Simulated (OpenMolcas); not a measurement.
# One shape, several levels: BH3 (SMILES [H]B([H])[H])

Aim: a comparison of 6 runs (HF/3-21G, B2PLYP/3-21G, PBE/3-21G, SVWN5/3-21G, CISD/3-21G, CCSD(T)/3-21G) of BH3. 

The calculation is run with OpenMolcas 26.06.

1 further run of the same task is left out (set aside as unsound or not needed).

## (1) The structure to begin with

BH3: 4 atoms, total charge 0, spin state singlet. As SMILES, `[H]B([H])[H]`. The B1–H4 distance was set to 1.456 Å, away from the relaxed value.

Bond lengths: B1–H2 1.164 Å, B1–H3 1.165 Å. Angles: H2–B1–H3 120.0°. A long bond or contact: B1–H4 1.456 Å.

## (2) A single-point energy at HF/3-21G (run 1)

Input file test.input:

```
>>> EXPORT MOLCAS_PRINT=2

&GATEWAY
  BasLib
  $CurrDir
  BasisSet
  B.3-21G....
  B1 0.152199 0.248275 -0.002942 angstrom
  End of Basis
  BasisSet
  H.3-21G....
  H2 1.316009 0.217925 0.013738 angstrom
  H3 -0.403201 1.271655 -0.020192 angstrom
  H4 -0.608600 -0.993120 0.004770 angstrom
  End of Basis

&SEWARD

&SCF
  Thresholds
  1e-10 1e-07 1e-07 1e-05
  PrOrbitals
  1 1
```

The basis set 3-21G is read from a file made from the Basis Set Exchange's data (not shown).

Started as:

```bash
$ export MOLCAS_MEM=1860
$ pymolcas test.input > test.log
```

The log of the run:

```text
--- Start Module: gateway ---
[...]
--- Stop Module: gateway /rc=_RC_ALL_IS_WELL_ ---
--- Start Module: seward ---
[...]
      Basis functions           15
--- Stop Module: seward /rc=_RC_ALL_IS_WELL_ ---
--- Start Module: scf ---
[...]
       Convergence after   9 Iterations
[...]
::    Total SCF energy                                -26.2143013645
[...]
      Total spin, S                                     0.0000000000
[...]
      Total electronic charge=    8.000000
      Total            charge=   -0.000000
[...]
      Dipole Moment (debye):
      Origin of the operator (angstrom)=    0.1413    0.2304   -0.0024
                   X=  2.2335E-01               Y=  3.6401E-01               Z= -7.0642E-03           Total=  4.2713E-01
      Quadrupole Moment (debye*angstrom):
[...]
--- Stop Module: scf /rc=_RC_ALL_IS_WELL_ ---
[...]
```

Run time: 1.4 s. Hardware: 1 thread of Arm Neoverse V2, shared host; peak memory 0.37 GiB.

## (3) The energy at B2PLYP/3-21G (run 2)

Input file test.inp:

```
&GATEWAY
  BasLib=$CurrDir
  BasisSet
  B.3-21G....
  B1 0.152199 0.248275 -0.002942 angstrom
  End of Basis
  BasisSet
  H.3-21G....
  H2 1.316009 0.217925 0.013738 angstrom
  H3 -0.403201 1.271655 -0.020192 angstrom
  H4 -0.608600 -0.993120 0.004770 angstrom
  End of Basis

&SEWARD
  GridInput
  Grid=UltraFine
  End of Grid

&SCF
  KSDFT=B2PLYP_SCF
  Thresholds=1e-10 1e-07 1e-07 1e-05
  PrOrbitals=1 1

&MBPT2
  Frozen=1
```

The basis set 3-21G is read from a file made from the Basis Set Exchange's data (not shown).

Started as:

```bash
$ export MOLCAS_MEM=1860
$ pymolcas test.inp > test.log
```

The log of the run:

```text
--- Start Module: gateway ---
[...]
--- Stop Module: gateway /rc=_RC_ALL_IS_WELL_ ---
[...]
      Basis functions           15
[...]
--- Start Module: scf ---
[...]
       Convergence after   8 Iterations
[...]
::    Total KS-DFT energy                             -26.3595563569
[...]
      Total spin, S                                     0.0000000000
[...]
      Total electronic charge=    8.000000
      Total            charge=   -0.000000
[...]
      Dipole Moment (debye):
      Origin of the operator (angstrom)=    0.1413    0.2304   -0.0024
                   X=  2.0156E-01               Y=  3.2847E-01               Z= -6.2253E-03           Total=  3.8543E-01
      Quadrupole Moment (debye*angstrom):
[...]
--- Stop Module: scf /rc=_RC_ALL_IS_WELL_ ---
[...]
--- Start Module: mbpt2 ---
[...]
 ###    WARNING: MP2 implementation intended for RHF references only         ###
 ###############################################################################
MBPT2 WARNING: Reference function according to RunFile:KS-DFT
I'll assume you know what you're doing and continue
WARNING!
Default frozen orbitals as non valence orbitals is overwritten by user input.
Default values:   1
[...]
       Reference weight ( Cref**2 )         =        0.96148
::    Total MBPT2 energy                              -26.4304827842
[...]
      Total MBPT2 calculations                           0.03      0.03
--- Stop Module: mbpt2 /rc=_RC_ALL_IS_WELL_ ---
[...]
```

Run time: 2.7 s. Hardware: 1 thread of Arm Neoverse V2, shared host; peak memory 0.37 GiB.

Run 3 isn't shown in full; the table further down has it.

## (4) The energy at SVWN5/3-21G (run 4)

Input file test.inp:

```
* BH3 Kohn-Sham DFT
>>> EXPORT MOLCAS_PRINT=2
&GATEWAY
BasLib = $CurrDir
BasisSet
B.3-21G....
B1 0.152199 0.248275 -0.002942 angstrom
End of Basis
BasisSet
H.3-21G....
H2 1.316009 0.217925 0.013738 angstrom
H3 -0.403201 1.271655 -0.020192 angstrom
H4 -0.608600 -0.993120 0.004770 angstrom
End of Basis
&SEWARD
GridInput
Grid=UltraFine
End of Grid
&SCF
KSDFT = SVWN5
Thresholds = 1e-10 1e-07 1e-07 1e-05
PrOrbitals = 1 1
```

The basis set 3-21G is read from a file made from the Basis Set Exchange's data (not shown).

Started as:

```bash
$ export MOLCAS_MEM=1860
$ pymolcas test.inp > test.log
```

The log of the run:

```text
--- Start Module: gateway ---
[...]
--- Stop Module: gateway /rc=_RC_ALL_IS_WELL_ ---
--- Start Module: seward ---
[...]
      Basis functions           15
--- Stop Module: seward /rc=_RC_ALL_IS_WELL_ ---
--- Start Module: scf ---
[...]
       Convergence after   9 Iterations
[...]
::    Total KS-DFT energy                             -26.0946951963
[...]
      Total spin, S                                     0.0000000000
[...]
      Total electronic charge=    8.000000
      Total            charge=   -0.000000
[...]
      Dipole Moment (debye):
      Origin of the operator (angstrom)=    0.1413    0.2304   -0.0024
                   X=  1.5743E-01               Y=  2.5653E-01               Z= -4.7118E-03           Total=  3.0102E-01
      Quadrupole Moment (debye*angstrom):
[...]
--- Stop Module: scf /rc=_RC_ALL_IS_WELL_ ---
[...]
```

It took 2.5 s on 1 thread of Arm Neoverse V2, shared host; peak memory 0.37 GiB.

Run 5 isn't shown in full; the table further down has it.

## (5) A single-point energy at CCSD(T)/3-21G (run 6)

Input file test.input:

```
&GATEWAY
BASLIB
$CurrDir
BASISSET
B.3-21G....
B1 0.152199 0.248275 -0.002942 angstrom
End of Basis
BASISSET
H.3-21G....
H2 1.316009 0.217925 0.013738 angstrom
H3 -0.403201 1.271655 -0.020192 angstrom
H4 -0.608600 -0.993120 0.004770 angstrom
End of Basis
&SEWARD
&SCF
THRESHOLDS
1e-10 1e-07 1e-07 1e-05
PRORBITALS
1 1
&RASSCF
FILEORB
$Project.ScfOrb
SPIN
1
NACTEL
0 0 0
INACTIVE
4
RAS2
0
OUTORBITALS
Canonical
ORBLISTING
Nothing
&MOTRA
JOBIPH
FROZEN
1
&CCSDT
CCT
TRIPLES
2
ITERATIONS
80
ACCURACY
1e-08
EXTRAPOLATION
5 4
```

The basis set 3-21G is read from a file made from the Basis Set Exchange's data (not shown).

Started as:

```bash
$ export MOLCAS_MEM=1860
$ pymolcas test.input > test.log
```

The log of the run:

```text
--- Start Module: gateway ---
[...]
--- Stop Module: gateway /rc=_RC_ALL_IS_WELL_ ---
[...]
      Basis functions           15
[...]
       Convergence after   9 Iterations
[...]
::    Total SCF energy                                -26.2143013645
[...]
      Total spin, S                                     0.0000000000
[...]
      Number of active orbitals                  0
[...]
      Spin quantum number                      0.0
[...]
      Active orbitals                            0
[...]
      Number of CSFs                             1
[...]
      Number of root(s) required                 1
[...]
      Convergence after  4 iterations
[...]
      Natural orbitals and occupation numbers for root  1
      ************************************************************************************************************************
      *                                                    Final results                                                     *
      ************************************************************************************************************************
[...]
::    RASSCF root number  1 Total energy:    -26.21430136
[...]
      Total electronic charge=    8.000000
      Total            charge=   -0.000000
[...]
      Dipole Moment (debye):
      Origin of the operator (angstrom)=    0.1413    0.2304   -0.0024
                   X=  2.2335E-01               Y=  3.6401E-01               Z= -7.0642E-03           Total=  4.2713E-01
      Quadrupole Moment (debye*angstrom):
[...]
--- Start Module: motra ---
[...]
--- Stop Module: motra /rc=_RC_ALL_IS_WELL_ ---
--- Start Module: ccsdt ---
[...]
      Convergence after                     9  Iterations
      Total energy (diff) :     -26.28940852       0.00000001
[...]
 METHOD                       : CCSD+T(CCSD)+<T3(1)WT1> = CCSD(T)
[...]
       CCSD     =       -26.2894085190473
[...]
```

It took 2 s on 1 thread of Arm Neoverse V2, shared host; peak memory 0.37 GiB.

## (6) The series

```tsv
run	level	frozen core orbitals	integration grid	energy (Eh)	dipole moment (D) of the reference	HOMO energy (eV)	LUMO energy (eV)	wall time
1	HF/3-21G	–	–	-26.214301	0.43	-12.45	1.97	1.4 s
2	B2PLYP/3-21G	1	UltraFine	-26.378706	0.39	-10.43	-0.40	2.7 s
3	PBE/3-21G	–	UltraFine	-26.373116	0.35	-7.83	-3.01	2.8 s
4	SVWN5/3-21G	–	UltraFine	-26.094695	0.30	-7.82	-3.28	2.5 s
5	CISD/3-21G	1	–	-26.287538	0.43	-12.45	1.97	1.5 s
6	CCSD(T)/3-21G	1	–	-26.290370	0.43	-12.45	1.97	2 s
```

## (7) Summary of results

| quantity | value |
| --- | --- |
| run 6: total energy | -26.29037 Eh |
| run 6: dipole moment (mean-field density) | 0.43 D |
| run 6: HOMO energy (Hartree–Fock orbitals) | -12.45 eV |
| run 6: LUMO energy (Hartree–Fock orbitals) | 1.97 eV |
| run 6: HOMO–LUMO gap (Hartree–Fock orbitals) | 14.42 eV |
| run 6: correlation energy (1 core orbital frozen) | -76.1 mEh |
| run 6: (T) correction | -0.96 mEh |

Below the HF energy at the same shape and in the same basis (3-21G): CISD -73.2 mEh; CCSD(T) -76.1 mEh. Over runs 1, 2, 3, 4 the dipole moment (its size) runs from 0.30 D (SVWN5/3-21G) to 0.43 D (HF/3-21G). Over runs 1, 2, 3, 4 the HOMO–LUMO gap runs from 4.54 eV (SVWN5/3-21G) to 14.42 eV (HF/3-21G). Exact exchange widens orbital gaps. For B2PLYP the log adds the whole second-order term; the table takes 0.27 of it, as the functional is defined. Totals of different functionals can't be ranked against each other. All runs together took 13 s, the longest 2.8 s.
